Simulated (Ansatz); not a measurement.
Input file for Ansatz (an electronic-structure program): R-B3LYP/def2-TZVPP on ethylamine (SMILES CCN).

Ansatz 0.2 input:
```yaml
crystal:
  periodic: [false, false, false]
  atoms:
    - {symbol: C, position_ang: [-1.04472665, -0.10002393, 0.25430496]}
    - {symbol: C, position_ang: [0.30732585, -0.44421308, -0.36915758]}
    - {symbol: N, position_ang: [1.38800016, 0.50573507, -0.10620817]}
    - {symbol: H, position_ang: [-1.40750718, 0.86440819, -0.11056189]}
    - {symbol: H, position_ang: [-0.96702596, -0.03812223, 1.34288375]}
    - {symbol: H, position_ang: [-1.79802972, -0.85499461, 0.01378986]}
    - {symbol: H, position_ang: [0.20015625, -0.53199896, -1.45354303]}
    - {symbol: H, position_ang: [0.63562356, -1.42533180, -0.01600780]}
    - {symbol: H, position_ang: [1.14027632, 1.42827074, -0.44702752]}
    - {symbol: H, position_ang: [1.54590734, 0.59627059, 0.89152740]}
basis:
  gaussian:
    orbitals: def2-TZVPP
hamiltonian:
  xc: {name: B3LYP}
scf: {lower_state_search: off}
```

Program output:

```
WARN ansatz: RAYON_NUM_THREADS=1 ignored (pool sized by the plan → 1); use --threads N
Functional definition: B3LYP
these checks for a lower state are left out or cut short: stability, starts, cluster_reference, orbital_swaps, neighbouring_geometries, increment
integrals: 0.07 GiB planned
928 factors; their error is unknown
mean field: 0.80 GiB planned
mean field evaluation 1: about -3669.3889 eV, gradient 7.0e1 eV
mean field evaluation 2: about -3658.7025 eV, gradient 9.5e1 eV
mean field evaluation 4: about -3679.9225 eV, gradient 5.6e0 eV
mean field evaluation 8: about -3679.9896 eV, gradient 6.4e-2 eV
mean field evaluation 16: about -3679.9743 eV, gradient 7.1e-6 eV
mean field -3679.97425691 eV, -135.2365595653 hartree, gradient 7.1e-6 eV, S^2 0.000000; 0 other end points of the search recorded, 0 dependent functions left out
reference -3679.97449964 eV, -135.2365684856 hartree; 13, 13 occupied and 178, 178 virtual orbitals, 928 factors
Total energy: -3679.97449964 eV, -135.2365684856 hartree
Checks for a lower state left out: stability, starts, cluster_reference, orbital_swaps, neighbouring_geometries, increment
```

Self-consistency was reached.

Cost: about 1.4 core-seconds (a rough figure).
